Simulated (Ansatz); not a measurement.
The first iterations of a band of CH8BN (11 atoms, charge 0, multiplicity 1).

All numbers below come from Ansatz 0.2.0, RKS PBE0/6-31G*.

```
movable images  : 5
climbing image  : yes
spring          : 5.0 eV/Å²
optimiser       : quadratic models (default)
start path      : through a guess of the saddle point
force threshold : 0.05 eV/Å
iteration limit : 60
end points      : relaxed
```

Image 0:

```xyz
11
Properties=species:S:1:pos:R:3
B 0.115 -0.262 0.067
H 0.480 0.618 0.822
H 0.985 -0.639 -0.694
H -0.939 -0.018 -0.486
N -0.198 -1.548 1.028
H -0.555 -2.304 0.446
C 0.966 -2.017 1.799
H 1.756 -2.277 1.092
H 1.317 -1.187 2.415
H 0.722 -2.878 2.428
H -0.954 -1.295 1.663
```

Image 6:

```xyz
11
Properties=species:S:1:pos:R:3
B 0.372 -0.777 -0.541
H -1.349 0.282 2.982
H 1.440 -0.237 -0.645
H -0.537 -0.554 -1.291
N 0.181 -1.695 0.484
H -0.715 -2.155 0.571
C 1.147 -2.106 1.479
H 1.352 -3.183 1.421
H 2.083 -1.569 1.306
H 0.801 -1.879 2.495
H -1.080 0.066 2.321
```

| iteration | highest image above the first end (eV) | largest band force component (eV/Å) |
| --- | --- | --- |
| 1 | 5.510 | 8.109 |
| 2 | 3.726 | 4.006 |
| 3 | 2.609 | 1.361 |
| 4 | 2.282 | 1.656 |
| 5 | 2.111 | 0.516 |
| 6 | 2.054 | 0.660 |
| 7 | 2.008 | 0.338 |
| 8 | 1.961 | 0.369 |
| 9 | 1.944 | 0.327 |

Problem. Does the band converge within its limit, and where does its top end?

Solution. The forces met the threshold. It ended after 28 iterations with the highest image 1.856 eV above the first end. The profile has 2 maxima (images 1, 3) with wells between them (image 2): this band takes more than one step, which may be the mechanism or a detour left from its start path. Neighbouring images differ by up to 1.8 eV, so the band resolves the path poorly. A vibrational analysis at the climbing image gives one clearly imaginary mode, 1365i cm⁻¹: a first-order saddle point. The orbitals stay closed-shell, which can raise the energy where a bond breaks towards radicals; this wasn't checked here.

Run time: 3.7 min on 1 thread of Arm Neoverse V2, on a shared host, peak memory 0.12 GiB.
